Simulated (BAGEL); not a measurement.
**SiHCl (SMILES [SiH]Cl), step by step**

Aim: a series of 15 runs (B3LYP/6-31G*, RI-MP2/6-31G*) of ClHSi. 

The calculation is run with BAGEL 1.2.2.

4 further runs of the same task are left out: 4 set aside as unsound or not needed.

## (1) The molecule

SiHCl has 3 atoms, charge 0, and is taken as a singlet. As SMILES, `[SiH]Cl`. One bond was lengthened or shortened from a relaxed shape.

Bond lengths: Si1–Cl2 2.077 Å, Si1–H3 1.300 Å. Angles: Cl2–Si1–H3 94.7°.

## (2) The energy at B3LYP/6-31G(d) (density fitting with svp-jkfit, spherical functions) (run 1)

File input.json:

```json
{ "bagel" : [

{
  "title" : "molecule",
  "basis" : "6-31gs.json",
  "df_basis" : "svp-jkfit",
  "geometry" : [
    { "atom" : "Si", "xyz" : [ -1.08682496,  0.65529844, -0.51810432 ] },
    { "atom" : "Cl", "xyz" : [  2.35950637,  0.24305468,  1.31519458 ] },
    { "atom" : "H", "xyz" : [ -1.37407656, -1.74571010, -0.94924723 ] }
  ]
},
{
  "title" : "ks",
  "xc_func" : "b3lyp"
},
{
  "title" : "print",
  "file" : "orbitals.molden",
  "orbitals" : "true"
}

]}
```

The basis set 6-31G* is read from a file made from the Basis Set Exchange's data (not shown).

The run is started by

```sh
BAGEL_NUM_THREADS=1 BAGEL input.json > input.out
```

Standard output:

```text
* using 1 threads per process

  ===============================================================
  ===============================================================

  *** Geometry ***

  { "atom" : "Si", "xyz" : [     -1.086825,      0.655298,     -0.518104 ] },
  { "atom" : "Cl", "xyz" : [      2.359506,      0.243055,      1.315195 ] },
  { "atom" : "H", "xyz" : [     -1.374077,     -1.745710,     -0.949247 ] },

  Number of auxiliary basis functions:      274

  Since a DF basis is specified, we compute 2- and 3-index integrals:
    o Being stored without compression. Storage requirement is 0.003 GB

  Number of basis functions:       38
  Number of electrons      :       32

    * METHOD: MOLECULE                             0.05

  *** Kohn-Sham DFT ***

    * Removing 3706 points whose weight is below 1.00e-10
    * Grid points: 41012

  === Nuclear Repulsion ===
    69.8747350370

       - DIIS with orbital gradients will be used.

  === KS iteration (b3lyp / 6-31gs.json) ===
      0       -738.85208468          0.14866914           0.06
      1       -732.95706432          0.16510032           0.06
      2       -736.46603164          0.11064448           0.05
      3       -745.11884389          0.11569902           0.05
      4       -750.03532675          0.02938228           0.05
      5       -749.88495074          0.04270592           0.05
      6       -749.91898046          0.04063392           0.05
      7       -750.15397785          0.02121997           0.05
      8       -750.25158790          0.00215509           0.05
      9       -750.25278389          0.00040958           0.05
     10       -750.25282977          0.00004063           0.05
     11       -750.25283003          0.00000988           0.05
     12       -750.25283005          0.00000291           0.05
     13       -750.25283005          0.00000038           0.05
     14       -750.25283005          0.00000014           0.05
     15       -750.25283005          0.00000002           0.05
     16       -750.25283005          0.00000001           0.05
    * SCF iteration converged.

    * Permanent dipole moment:
           (    0.450716,     0.325642,     0.283154) a.u.

    * METHOD: KS                                   0.96

    * METHOD: PRINT                                0.00

  ===============================================================
```

Wall time 1.2 s (1 thread of Arm Neoverse V2, shared host); peak memory 0.14 GiB.

## (3) Bond 3-1 at 1.529 A: a single-point energy at RI-MP2/6-31G(d) (density fitting with svp-jkfit, spherical functions) (run 2)

File job.json:

```json
{ "bagel": [

{
  "title": "molecule",
  "basis": "6-31gs.json",
  "df_basis": "svp-jkfit",
  "geometry": [
    { "atom": "Si", "xyz": [ -1.03612739,  1.07905062, -0.44201261 ] },
    { "atom": "Cl", "xyz": [  2.41020394,  0.66680687,  1.39128629 ] },
    { "atom": "H", "xyz": [ -1.37407656, -1.74571010, -0.94924723 ] }
  ]
},
{
  "title": "hf"
},
{
  "title": "mp2",
  "ncore": 10
}

]}
```

The basis set 6-31G* is read from a file made from the Basis Set Exchange's data (not shown).

The run is started by

```sh
BAGEL_NUM_THREADS=1 BAGEL job.json > job.out
```

Standard output:

```text
* using 1 threads per process

  ===============================================================
  ===============================================================

  *** Geometry ***

  { "atom" : "Si", "xyz" : [     -1.036127,      1.079051,     -0.442013 ] },
  { "atom" : "Cl", "xyz" : [      2.410204,      0.666807,      1.391286 ] },
  { "atom" : "H", "xyz" : [     -1.374077,     -1.745710,     -0.949247 ] },

  Number of auxiliary basis functions:      274

  Since a DF basis is specified, we compute 2- and 3-index integrals:
    o Being stored without compression. Storage requirement is 0.003 GB

  Number of basis functions:       38
  Number of electrons      :       32

    * METHOD: MOLECULE                             0.05

  *** RHF ***

  === Nuclear Repulsion ===
    68.8353574451

      * DIIS with orbital gradients will be used.

  === RHF iteration (6-31gs.json) ===
      0       -748.92444149          0.01193779           0.01
      1       -748.96155871          0.00476417           0.01
      2       -748.96739991          0.00101723           0.01
      3       -748.96793861          0.00019407           0.01
      4       -748.96795878          0.00006541           0.01
      5       -748.96796116          0.00002166           0.01
      6       -748.96796144          0.00000436           0.01
      7       -748.96796145          0.00000088           0.01
      8       -748.96796145          0.00000015           0.01
      9       -748.96796145          0.00000005           0.01
     10       -748.96796145          0.00000001           0.01
     11       -748.96796145          0.00000000           0.01
    * SCF iteration converged.

    * Permanent dipole moment:
           (    0.575655,     0.100387,     0.325566) a.u.

    * METHOD: HF                                   0.15

  *** RHF ***

  === Nuclear Repulsion ===
    68.8353574451

      * DIIS with orbital gradients will be used.

  === RHF iteration (6-31gs.json) ===
      0       -748.96796145          0.00000000           0.01
    * SCF iteration converged.

    * Permanent dipole moment:
           (    0.575655,     0.100387,     0.325566) a.u.

  === DF-MP2 calculation ===

    * freezing 10 orbitals
    * 3-index integral transformation done
    * assembly done

      MP2 correlation energy:   -0.1934618654      0.00

      MP2 total energy:       -749.1614233149

    * METHOD: MP2                                  0.02

  ===============================================================
```

It took 0.38 s on 1 thread of Arm Neoverse V2, shared host; peak memory 0.14 GiB.

Runs 3 to 9 aren't shown in full; the table further down has their settings and results.

## (4) Bond 3-1 at 2.905 A: the energy at RI-MP2/6-31G(d) (density fitting with svp-jkfit, spherical functions) (run 10)

File job.json:

```json
{ "bagel": [

{
  "title": "molecule",
  "basis": "6-31gs.json",
  "df_basis": "svp-jkfit",
  "geometry": [
    { "atom": "Si", "xyz": [    -0.73199297,     3.62118580,     0.01447152 ] },
    { "atom": "Cl", "xyz": [     2.71433835,     3.20894204,     1.84777043 ] },
    { "atom": "H", "xyz": [    -1.37407656,    -1.74571010,    -0.94924723 ] }
  ]
},

{ "title": "hf", "charge": 0 },

{ "title": "mp2", "charge": 0, "ncore": 10 }

]}
```

The basis set 6-31G* is read from a file made from the Basis Set Exchange's data (not shown).

The run is started by

```sh
BAGEL_NUM_THREADS=1 BAGEL job.json > job.out
```

Standard output:

```text
* using 1 threads per process

  ===============================================================
  ===============================================================

  *** Geometry ***

  { "atom" : "Si", "xyz" : [     -0.731993,      3.621186,      0.014472 ] },
  { "atom" : "Cl", "xyz" : [      2.714338,      3.208942,      1.847770 ] },
  { "atom" : "H", "xyz" : [     -1.374077,     -1.745710,     -0.949247 ] },

  Number of auxiliary basis functions:      274

  Since a DF basis is specified, we compute 2- and 3-index integrals:
    o Being stored without compression. Storage requirement is 0.003 GB

  Number of basis functions:       38
  Number of electrons      :       32

    * METHOD: MOLECULE                             0.05

  *** RHF ***

  === Nuclear Repulsion ===
    65.6083332643

      * DIIS with orbital gradients will be used.

  === RHF iteration (6-31gs.json) ===
      0       -748.72370687          0.01720195           0.01
      1       -748.80676022          0.01039807           0.01
      2       -748.83070043          0.00131729           0.01
      3       -748.83163023          0.00028741           0.01
      4       -748.83168454          0.00009494           0.01
      5       -748.83169058          0.00001283           0.01
      6       -748.83169066          0.00000389           0.01
      7       -748.83169067          0.00000138           0.01
      8       -748.83169067          0.00000036           0.01
      9       -748.83169067          0.00000011           0.01
     10       -748.83169067          0.00000003           0.01
     11       -748.83169067          0.00000001           0.01
    * SCF iteration converged.

    * Permanent dipole moment:
           (    0.214965,    -1.451027,    -0.048546) a.u.

    * METHOD: HF                                   0.15

  *** RHF ***

  === Nuclear Repulsion ===
    65.6083332643

      * DIIS with orbital gradients will be used.

  === RHF iteration (6-31gs.json) ===
      0       -748.83169067          0.00000000           0.01
    * SCF iteration converged.

    * Permanent dipole moment:
           (    0.214965,    -1.451027,    -0.048546) a.u.

  === DF-MP2 calculation ===

    * freezing 10 orbitals
    * 3-index integral transformation done
    * assembly done

      MP2 correlation energy:   -0.2134835977      0.00

      MP2 total energy:       -749.0451742656

    * METHOD: MP2                                  0.02

  ===============================================================
```

It took 0.38 s on 1 thread of Arm Neoverse V2, shared host; peak memory 0.14 GiB.

Runs 11 to 14 aren't shown in full; the table further down has their settings and results.

## (5) Bond 3-1 at 4.282 A: the energy at B3LYP/6-31G(d) (density fitting with svp-jkfit, spherical functions) (run 15)

File job.json:

```json
{ "bagel" : [

{
  "title" : "molecule",
  "basis" : "6-31gs.json",
  "df_basis" : "svp-jkfit",
  "angstrom" : false,
  "geometry" : [
    { "atom" : "Si", "xyz" : [    -0.42785667,     6.16332286,     0.47095566 ] },
    { "atom" : "Cl", "xyz" : [     3.01847466,     5.75107910,     2.30425456 ] },
    { "atom" : "H", "xyz" : [    -1.37407656,    -1.74571010,    -0.94924723 ] }
  ]
},

{
  "title" : "ks",
  "xc_func" : "b3lyp"
},

{
  "title" : "print",
  "file" : "orbitals.molden",
  "orbitals" : true
}

]}
```

The basis set 6-31G* is read from a file made from the Basis Set Exchange's data (not shown).

The run is started by

```sh
BAGEL_NUM_THREADS=1 BAGEL job.json > job.out
```

Standard output:

```text
* using 1 threads per process

  ===============================================================
  ===============================================================

  *** Geometry ***

  { "atom" : "Si", "xyz" : [     -0.427857,      6.163323,      0.470956 ] },
  { "atom" : "Cl", "xyz" : [      3.018475,      5.751079,      2.304255 ] },
  { "atom" : "H", "xyz" : [     -1.374077,     -1.745710,     -0.949247 ] },

  Number of auxiliary basis functions:      274

  Since a DF basis is specified, we compute 2- and 3-index integrals:
    o Being stored without compression. Storage requirement is 0.003 GB

  Number of basis functions:       38
  Number of electrons      :       32

    * METHOD: MOLECULE                             0.05

  *** Kohn-Sham DFT ***

    * Removing 2518 points whose weight is below 1.00e-10
    * Grid points: 42200

  === Nuclear Repulsion ===
    64.1946090118

       - DIIS with orbital gradients will be used.

  === KS iteration (b3lyp / 6-31gs.json) ===
      0       -738.84629655          0.15195846           0.06
      1       -734.19417698          0.15426415           0.06
      2       -737.30121747          0.10284642           0.05
      3       -745.12035954          0.10931820           0.05
      4       -749.34127785          0.05782996           0.05
      5       -747.31226979          0.09234975           0.05
      6       -746.23327469          0.11896668           0.05
      7       -746.47199901          0.12430400           0.05
      8       -749.47448750          0.02452959           0.05
      9       -749.85620820          0.01734373           0.05
[... 86 lines of this table left out ...]
     96       -749.90586966          0.01299967           0.05
     97       -749.89180823          0.01356363           0.05
     98       -749.90408850          0.01277092           0.05
     99       -749.62588649          0.01722388           0.05
    * Max iteration reached in SCF.

    * Permanent dipole moment:
           (    1.120031,     8.274516,     1.552455) a.u.

    * METHOD: KS                                   5.43

    * METHOD: PRINT                                0.00

  ===============================================================
```

It took 5.7 s on 1 thread of Arm Neoverse V2, shared host; peak memory 0.14 GiB.

The run stopped without converging.

## (6) The series

```csv
run,level,frozen core orbitals,partner,energy (Eh),wall time
1,"B3LYP/6-31G* (density fitting with svp-jkfit, spherical functions)",–,bond 3-1 at 1.300 A,-750.252830,1.2 s
2,"RI-MP2/6-31G* (density fitting with svp-jkfit, spherical functions)",10,bond 3-1 at 1.529 A,-749.161423,0.38 s
3,"B3LYP/6-31G* (density fitting with svp-jkfit, spherical functions)",–,bond 3-1 at 1.529 A,-750.274196,1.2 s
4,"RI-MP2/6-31G* (density fitting with svp-jkfit, spherical functions)",10,bond 3-1 at 1.759 A,-749.149296,0.36 s
5,"B3LYP/6-31G* (density fitting with svp-jkfit, spherical functions)",–,bond 3-1 at 1.759 A,-750.264312,1.2 s
6,"RI-MP2/6-31G* (density fitting with svp-jkfit, spherical functions)",10,bond 3-1 at 2.064 A,-749.119122,0.38 s
7,"B3LYP/6-31G* (density fitting with svp-jkfit, spherical functions)",–,bond 3-1 at 2.064 A,-750.237177,1.3 s
8,"RI-MP2/6-31G* (density fitting with svp-jkfit, spherical functions)",10,bond 3-1 at 2.447 A,-749.081441,0.38 s
9,"B3LYP/6-31G* (density fitting with svp-jkfit, spherical functions)",–,bond 3-1 at 2.447 A,-750.202083,1.4 s
10,"RI-MP2/6-31G* (density fitting with svp-jkfit, spherical functions)",10,bond 3-1 at 2.905 A,-749.045174,0.38 s
11,"B3LYP/6-31G* (density fitting with svp-jkfit, spherical functions)",–,bond 3-1 at 2.905 A,-750.167407,1.4 s
12,"RI-MP2/6-31G* (density fitting with svp-jkfit, spherical functions)",10,bond 3-1 at 3.517 A,-749.014731,0.4 s
13,"B3LYP/6-31G* (density fitting with svp-jkfit, spherical functions)",–,bond 3-1 at 3.517 A,-750.135397,1.7 s
14,"RI-MP2/6-31G* (density fitting with svp-jkfit, spherical functions)",10,bond 3-1 at 4.282 A,-749.003744,0.68 s
15,"B3LYP/6-31G* (density fitting with svp-jkfit, spherical functions)",–,bond 3-1 at 4.282 A,not converged,5.7 s
```

## (7) What came out

| quantity | value |
| --- | --- |
| bond 3-1 at 4.282 A, run 14: total energy | -749.00374 Eh |
| bond 3-1 at 4.282 A, run 14: correlation energy (10 core orbitals frozen) | -259.0 mEh |

In words: In runs 8, 9, 10, 11, 12, 13, 14 a closed-shell determinant meets a far-stretched bond, which it describes badly. All runs together took 18 s, the longest 5.7 s. 1 of the 15 runs did not end normally.
